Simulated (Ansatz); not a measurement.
**[Tm(H2O)6]3+ (TmH₁₂O₆ (+3)): one state, many levels**

One table from this session's results is given with a row withheld; the runs are named, their logs left out.

Program: Ansatz 0.2.0, Gaussian basis. Level of theory: as each input shows. These are calculated values, not measurements.

Plan: PBE-D4/def2-TZVP, r2SCAN-D4/def2-TZVP, B3LYP-D4/def2-TZVP, PBE-D4/def2-SVP, PBE0-D4/def2-SVP, MP2/def2-SVP.

1 further run of the same task is left out (it didn't finish). Runs told in other sessions of the task aren't counted.

### The geometry

The geometry is that of the triplet, from an earlier relaxation (r2SCAN-D4/def2-SVP).

19 atoms, charge 3, spin multiplicity 3.

Atoms are counted from 1 here; the program's logs count them from 0.

Bond lengths: Tm1–O2 2.271 Å, Tm1–O5 2.272 Å, Tm1–O8 2.266 Å, Tm1–O11 2.266 Å, Tm1–O14 2.266 Å, Tm1–O17 2.266 Å, O2–H3 0.980 Å, O2–H4 0.980 Å, O5–H6 0.980 Å, O5–H7 0.980 Å, O8–H9 0.980 Å, O8–H10 0.980 Å, O11–H12 0.980 Å, O11–H13 0.980 Å, O14–H15 0.980 Å, O14–H16 0.979 Å, O17–H18 0.980 Å, O17–H19 0.980 Å. Angles: O2–Tm1–O5 179.8°, O2–Tm1–O8 90.0°, O2–Tm1–O11 90.0°, O2–Tm1–O14 89.9°, O2–Tm1–O17 89.8°, O5–Tm1–O8 90.2°, O5–Tm1–O11 89.7°, O5–Tm1–O14 90.1°, O5–Tm1–O17 90.2°, O8–Tm1–O11 179.9°, O8–Tm1–O14 90.0°, O8–Tm1–O17 90.2°, O11–Tm1–O14 90.0°, O11–Tm1–O17 89.9°, O14–Tm1–O17 179.7°, Tm1–O2–H3 128.0°, Tm1–O2–H4 127.9°, H3–O2–H4 104.1° and more.

As a file:

```xyz
19
charge 3, multiplicity 3
Tm    0.0026   -0.0007   -0.0021
O     0.1641    0.1823    2.2560
H     0.1498    0.9988    2.7973
H     0.2642   -0.5375    2.9130
O    -0.1677   -0.1837   -2.2599
H    -0.2713    0.5358   -2.9168
H    -0.1539   -1.0001   -2.8016
O     2.2553    0.1657   -0.1766
H     2.9087    0.2741    0.5452
H     2.7984    0.1486   -0.9917
O    -2.2506   -0.1647    0.1709
H    -2.7952   -0.1480    0.9851
H    -2.9031   -0.2677   -0.5525
O    -0.1749    2.2516   -0.1692
H    -0.9909    2.7934   -0.1582
H     0.5473    2.9062   -0.2653
O     0.1753   -2.2528    0.1760
H    -0.5481   -2.9043    0.2836
H     0.9897   -2.7970    0.1667
```

Tm takes a core potential in the def2 sets. No spin-orbit coupling is included. The ion is computed in the gas phase, without counter-ions or solvent.

PBE0-D4/def2-TZVP was run before; its log isn't repeated, and its numbers join the tables.

Set-up of the first run:

start.molden holds the orbitals of an earlier run on this state, given as this run's starting guess.

Contents of in.yaml:

```yaml
crystal:
  periodic: [false, false, false]
  atoms:
    - {symbol: Tm, position_ang: [0.002624, -0.000734, -0.002050]}
    - {symbol: O, position_ang: [0.164057, 0.182348, 2.255971]}
    - {symbol: H, position_ang: [0.149812, 0.998786, 2.797321]}
    - {symbol: H, position_ang: [0.264240, -0.537476, 2.912953]}
    - {symbol: O, position_ang: [-0.167709, -0.183750, -2.259930]}
    - {symbol: H, position_ang: [-0.271315, 0.535790, -2.916825]}
    - {symbol: H, position_ang: [-0.153863, -1.000132, -2.801561]}
    - {symbol: O, position_ang: [2.255314, 0.165689, -0.176597]}
    - {symbol: H, position_ang: [2.908667, 0.274086, 0.545218]}
    - {symbol: H, position_ang: [2.798448, 0.148579, -0.991747]}
    - {symbol: O, position_ang: [-2.250578, -0.164686, 0.170941]}
    - {symbol: H, position_ang: [-2.795150, -0.147969, 0.985145]}
    - {symbol: H, position_ang: [-2.903079, -0.267660, -0.552510]}
    - {symbol: O, position_ang: [-0.174890, 2.251621, -0.169156]}
    - {symbol: H, position_ang: [-0.990884, 2.793372, -0.158172]}
    - {symbol: H, position_ang: [0.547349, 2.906222, -0.265261]}
    - {symbol: O, position_ang: [0.175333, -2.252767, 0.175982]}
    - {symbol: H, position_ang: [-0.548090, -2.904339, 0.283634]}
    - {symbol: H, position_ang: [0.989735, -2.797000, 0.166664]}
basis:
  gaussian: {orbitals: def2-TZVP, initial_orbitals: start.molden}
total_charge: 3
magnetization: {spin_polarized: true, initial_magnetization: 2}
hamiltonian: {xc: pbe, dispersion: d4}
scf: {omitted_lower_state_checks: [starts]}
output: {orbitals: {seedname: orbitals}}
```

Run with:

```sh
$ ansatz run in.yaml --threads 4 --pin off --events-out ev --progress --plain --max-ram 6963MiB
```

Among the steps run: PBE-D4/def2-TZVP; r2SCAN-D4/def2-TZVP; B3LYP-D4/def2-TZVP; PBE-D4/def2-SVP; PBE0-D4/def2-SVP; MP2/def2-SVP.

One table of the session follows, with a row left open; its other results are not shown here.

| level | HOMO (eV) | LUMO (eV) | gap (eV) |
| --- | --- | --- | --- |
| PBE-D4/def2-SVP | -20.55 | -19.89 | 0.65 |
| PBE-D4/def2-TZVP | -20.73 | -20.06 | 0.67 |
| r2SCAN-D4/def2-TZVP | -20.79 | -18.54 | 2.24 |
| B3LYP-D4/def2-TZVP | ? | ? | ? |
| PBE0-D4/def2-SVP | -22.94 | -16.14 | 6.80 |
| PBE0-D4/def2-TZVP | -23.04 | -16.17 | 6.87 |

**Question.** Estimate the row for B3LYP-D4/def2-TZVP.

The run gave: HOMO (eV): -22.73; LUMO (eV): -16.95; gap (eV): 5.79. In the column «HOMO (eV)» it lies between PBE0-D4/def2-SVP (-22.94) and r2SCAN-D4/def2-TZVP (-20.79).
